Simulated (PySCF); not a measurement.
Chloroform, CHCl₃, SMILES ClC(Cl)Cl, point group C3v.

Force field and properties: PBE0/pcSseg-1 (PySCF, grid level 2). Vibrational terms come from second-order perturbation theory with semi-diagonal cubic constants, by steps of ±0.6 along the normal coordinates of each isotopologue. The parent has the commonest isotopes.

Equilibrium geometry (Å):

```tsv
atom	x	y	z
Cl1	-0.6453	1.5840	-0.3364
C2	0.0086	-0.0043	0.0904
Cl3	-1.0268	-1.3068	-0.5128
Cl4	1.6719	-0.1887	-0.4854
H5	0.0260	-0.0728	1.1756
```

Problem. How much do zero-point and thermal motion change the parent's shieldings?

Solution. 
```csv
atom,σe (ppm),"anharmonic part, 0 K","harmonic part, 0 K",Δσ at 0 K,Δσ at 298.15 K,Δσ at 400 K
Cl1,544.07,-8.74,-14.73,-23.47,-26.95,-29.86
C2,81.99,-2.34,-0.72,-3.06,-3.52,-3.87
H5,24.18,-0.18,-0.43,-0.61,-0.62,-0.63
```

Problem. And the bond lengths, in the parent and with ²H at 5?

Solution. 
```tsv
bond	re (Å)	⟨r⟩ at 0 K	between mean positions	⟨r⟩, labelled
Cl1–C2	1.7699	1.7771	1.7755	1.7768
C2–H5	1.0875	1.1085	1.0952	1.1028
```

The study (163 SCF points, 94 basis functions) took 13 min on 1 thread of Arm Neoverse V1, shared host (rough), peak memory 0.48 GiB, launched as `OMP_NUM_THREADS=1 python ens_run.py task.json out`.
